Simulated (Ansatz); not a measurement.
## fcc Cu

Computed with r²SCAN+rVV10 (Ansatz, a first-principles code, PAW).

Numerical settings: plane-wave cutoff 500 eV, 34×34×34 k mesh, Fermi–Dirac smearing 0.1 eV, no spin polarisation, scalar-relativistic PAW data made under PBE.

Cell (relaxed at this level):

Space group Fm-3m (No. 225); a = b = c = 3.5614 Å, α = β = γ = 90.00°

```json
[
 {"atom": "Cu", "site": "4a", "symmetry": "m-3m", "x": "0.0000", "y": "0.0000", "z": "0.0000"}
]
```
(The calculation used a cell of 1 atom; values per cell refer to that cell.)

For fcc Cu, the equilibrium volume per atom is 11.29 Å³/atom. The lattice parameter a is 3.561 Å.

Measured, for comparison: equilibrium volume per atom 11.62 Å³/atom, lattice constant a 3.595 Å (low-temperature or extrapolated to 0 K; zero-point anharmonic expansion removed; as tabulated in Csonka et al. (2009), arXiv:0903.4037). Computed (rounded) less measured: equilibrium volume per atom -2.8 %, lattice constant a -0.9 %.

The computed numbers hold no vibrational or temperature effects.
